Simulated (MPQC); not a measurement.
**One shape, several levels: BH3S (SMILES BS)**

We compute a comparison of 6 runs (HF/STO-3G, HF/3-21G, HF/6-31G, HF/def2-SVP, B3LYP/6-31G*, MP2/STO-3G) of BH3S. 

Program for the calculation: MPQC 2.3.1.

2 further runs of the same task are left out: 2 set aside as unsound or not needed.

### 1 The system as given

The species is BH3S (5 atoms), meant as a singlet with charge 0. SMILES: `BS`. Geometry: relaxed at PBE0-D4/def2-TZVP.

Bond lengths: B1–S2 1.765 Å, B1–H3 1.192 Å, B1–H4 1.190 Å, S2–H5 1.344 Å. Angles: B1–S2–H5 99.2°, S2–B1–H3 115.8°, S2–B1–H4 121.4°, H3–B1–H4 122.7°.

### 2 Energy and gradient at HF/STO-3G (run 1)

job.in reads:

```
% BH3S
molecule<Molecule>: (
    symmetry = c1
    unit = angstrom
    { atoms geometry } = {
        B  [ -0.392100      -0.421000       0.088100 ]
        S  [ 0.161700       1.236900      -0.154300 ]
        H  [ -1.562900      -0.556400       0.264200 ]
        H  [ 0.367100      -1.337600       0.074200 ]
        H  [ 1.476100       1.004400      -0.313600 ]
    }
)
basis<GaussianBasisSet>: (
    name = "STO-3G"
    molecule = $:molecule
    basisdir = "."
    puream = yes
)
mpqc: (
    checkpoint = no
    savestate = no
    restart = no
    do_energy = yes
    do_gradient = yes
    optimize = no
    mole<CLHF>: (
        molecule = $:molecule
        basis = $:basis
        total_charge = 0
        memory = 1000000000
        print_evals = yes
        print_npa = yes
        maxiter = 120
        value_accuracy = 1e-08
        guess_wavefunction<CLHF>: (
            molecule = $:molecule
            total_charge = 0
            memory = 1000000000
            value_accuracy = 1e-3
            basis<GaussianBasisSet>: (
                name = "STO-2G"
                molecule = $:molecule
            )
        )
    )
)
```

The basis set STO-3G is read from a file made from the Basis Set Exchange's data (not shown).

Started as:

```console
mpqc -o job.out job.in
```

The program printed:

```text
MPQC: Massively Parallel Quantum Chemistry
[...]
  LUMO is    13   A =   0.264274
  total scf energy = -419.3000458887
[...]
Value of the MolecularEnergy: -419.3000458887
  Gradient of the MolecularEnergy:
      1    0.0016742477
      2   -0.0035095931
      3    0.0001148041
      4   -0.0051987127
      5    0.0164430147
      6   -0.0009189577
      7   -0.0225787097
      8    0.0023933786
      9    0.0028973906
     10    0.0160414142
     11   -0.0147937226
     12   -0.0007493612
[...]
      symmetry = c1
[...]
```

Run time: 0.16 s. Hardware: 1 thread of Arm Neoverse V1, shared host.

### 3 Energy and gradient at HF/3-21G (run 2)

run.in reads:

```
% emacs should use -*- KeyVal -*- mode
molecule<Molecule>: (
   symmetry = c1
   unit = bohr
   { atoms geometry } = {
      B  [ -0.74096161    -0.79557470     0.16648487 ]
      S  [ 0.30556871     2.33740224    -0.29158474 ]
      H  [ -2.95345296    -1.05144362     0.49926564 ]
      H  [ 0.69371846    -2.52769766     0.14021768 ]
      H  [ 2.78942473     1.89804092    -0.59261811 ]
   }
)
basis<GaussianBasisSet>: (
   name = "3-21G"
   molecule = $:molecule
   basisdir = "."
   puream = yes
)
mpqc: (
   checkpoint = no
   savestate = no
   restart = no
   do_energy = yes
   do_gradient = yes
   optimize = no
   mole<CLHF>: (
      molecule = $:molecule
      basis = $:basis
      total_charge = 0
      memory = 1000000000
      print_evals = yes
      print_npa = yes
      maxiter = 120
      value_accuracy = 1e-08
      guess_wavefunction<CLHF>: (
         molecule = $:molecule
         total_charge = 0
         memory = 1000000000
         value_accuracy = 1e-3
         basis<GaussianBasisSet>: (
            name = "STO-3G"
            molecule = $:molecule
         )
      )
   )
)
```

The basis set 3-21G is read from a file made from the Basis Set Exchange's data (not shown).

Started as:

```console
mpqc -o run.out run.in
```

The program printed:

```text
MPQC: Massively Parallel Quantum Chemistry
[...]
  LUMO is    13   A =   0.087479
  total scf energy = -421.8417987706
[...]
Value of the MolecularEnergy: -421.8417987706
  Gradient of the MolecularEnergy:
      1    0.0157031846
      2    0.0234987969
      3   -0.0045286595
      4   -0.0088182110
      5   -0.0161054654
      6    0.0028327464
      7   -0.0058478856
      8    0.0014939664
      9    0.0006637723
     10    0.0033425641
     11   -0.0037305068
     12   -0.0000907942
[...]
      symmetry = c1
[...]
```

It took 0.42 s on 1 thread of Arm Neoverse V1, shared host.

Runs 3 to 5 aren't shown in full; the table further down has their settings and results.

### 4 Energy and forces at MP2/STO-3G (run 6)

mol.in reads:

```
% BH3S
molecule<Molecule>: (
   symmetry = c1
   unit = angstrom
   { atoms geometry } = {
      B  [ -0.392100    -0.421000     0.088100 ]
      S  [ 0.161700     1.236900    -0.154300 ]
      H  [ -1.562900    -0.556400     0.264200 ]
      H  [ 0.367100    -1.337600     0.074200 ]
      H  [ 1.476100     1.004400    -0.313600 ]
   }
)
basis<GaussianBasisSet>: (
   name = "STO-3G"
   molecule = $:molecule
   basisdir = "."
   puream = yes
)
mpqc: (
   checkpoint = no
   savestate = no
   restart = no
   do_energy = yes
   do_gradient = yes
   optimize = no
   mole<MBPT2>: (
      molecule = $:molecule
      basis = $:basis
      memory = 1000000000
      method = mp
      nfzc = 6
      reference<CLHF>: (
         molecule = $:molecule
         basis = $:basis
         total_charge = 0
         memory = 1000000000
         print_evals = yes
         maxiter = 120
         value_accuracy = 1e-08
         guess_wavefunction<CLHF>: (
            molecule = $:molecule
            total_charge = 0
            memory = 1000000000
            value_accuracy = 1e-3
            basis<GaussianBasisSet>: (
               name = "MINI (Huzinaga)"
               molecule = $:molecule
            )
         )
      )
   )
)
```

The basis set STO-3G is read from a file made from the Basis Set Exchange's data (not shown).

Started as:

```console
mpqc mol.in > mol.out
```

The program printed:

```text
MPQC: Massively Parallel Quantum Chemistry
[...]
  LUMO is    13   A =   0.264274
  total scf energy = -419.3000458887
[...]
  MP2 correlation energy [au]:         -0.067863717550
  MP2 energy [au]:                   -419.367909606210
[...]
Value of the MolecularEnergy: -419.3679096062
  Gradient of the MolecularEnergy:
      1   -0.0030230249
      2   -0.0109055942
      3    0.0015058445
      4    0.0110367848
      5    0.0131662210
      6   -0.0028462811
      7   -0.0128117208
      8    0.0019687984
      9    0.0015833992
     10    0.0090330032
     11   -0.0077829882
     12   -0.0004762982
[...]
        symmetry = c1
[...]
```

Run time: 0.28 s. Hardware: 1 thread of Arm Neoverse V1, shared host.

### 5 All runs side by side

```csv
run,level,starting guess,integration grid,energy (Eh),HOMO energy (eV),LUMO energy (eV),HOMO–LUMO gap (eV),wall time
1,HF/STO-3G,STO-2G,–,-419.300046,-8.38,7.19,15.57,0.16 s
2,HF/3-21G,STO-3G,–,-421.841799,-11.26,2.38,13.64,0.42 s
3,HF/6-31G,STO-3G,–,-423.900570,-11.16,2.59,13.75,0.72 s
4,HF/def2-SVP,huckel STO-3G,–,-423.830001,-10.98,2.50,13.48,2.1 s
5,B3LYP/6-31G* (spherical functions),huckel STO-3G,xfine,-424.853231,-8.09,-1.15,6.94,13 s
6,MP2/STO-3G,MINI (Huzinaga),–,-419.367910,-8.38,7.19,15.57,0.28 s
```

### 6 Results

```
                                          quantity          value
                               run 6: total energy  -419.36791 Eh
        run 6: HOMO energy (Hartree–Fock orbitals)       -8.38 eV
        run 6: LUMO energy (Hartree–Fock orbitals)        7.19 eV
      run 6: HOMO–LUMO gap (Hartree–Fock orbitals)       15.57 eV
run 6: correlation energy (6 core orbitals frozen)      -67.9 mEh
                   run 6: largest force on an atom     0.895 eV/Å
```

Over runs 1, 2, 3, 4, 5 the HOMO–LUMO gap runs from 6.94 eV (B3LYP/6-31G*) to 15.57 eV (HF/STO-3G). The two ends differ in method and basis. In runs 1, 6 the basis is minimal, so the values are rough. All runs together took 17 s, the longest 13 s.
